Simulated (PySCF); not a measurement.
An unknown shows these calculated signals:

1H NMR (300 MHz, computed): δ 5.02 (m, 2H), 2.34 (t, 1H).

13C{1H} NMR (computed): δ 83.4 (CH), 82.8 (C), 74.4 (CH2).

PySCF 2.14.0 with density-fitted response routines calculation with coordinates at the PBE0-D3(BJ)/def2-TZVP level and B97-2/pcSseg-2 with gauge-including orbitals; relativity neglected, one computed conformer, no solvent model, fast rotation and ring inversion assumed for equivalent nuclei.

References, each an isolated molecule treated in the same way: 1H (31.64 ppm) and 13C (185.38 ppm) against TMS.

Q: Which of these does the molecule contain: an amide, a tert-butyl group, a C≡C triple bond, an S-methyl group?

A: 
- An amide: no.
- A tert-butyl group: no.
- A C≡C triple bond: yes (δC 83.4, 82.8; δH 2.34 (t)).
- An S-methyl group: no.

The data belong to HC≡CCH2F, C₃H₃F; they needn't prove each group on their own.

Carbon signals by region: 3 at 50–100 ppm.

Splittings by 19F in the carbon and heteronuclear signals aren't shown, as no couplings were computed. Shifts are as computed. Against solution values, carbons near 30 ppm lie about +3 ppm off and those near 130 ppm about +7 ppm. Of 1211 compounds with measured shifts, 218 miss one by over three times the rms of a fit or turn the order of signals round; such compounds aren't used in these exercises. No couplings were computed; multiplicities are counted from neighbouring protons, with m where these are inequivalent, close in shift, in a saturated or five-membered ring or joined by F or P, and br s for small geminal =CH2 splittings.
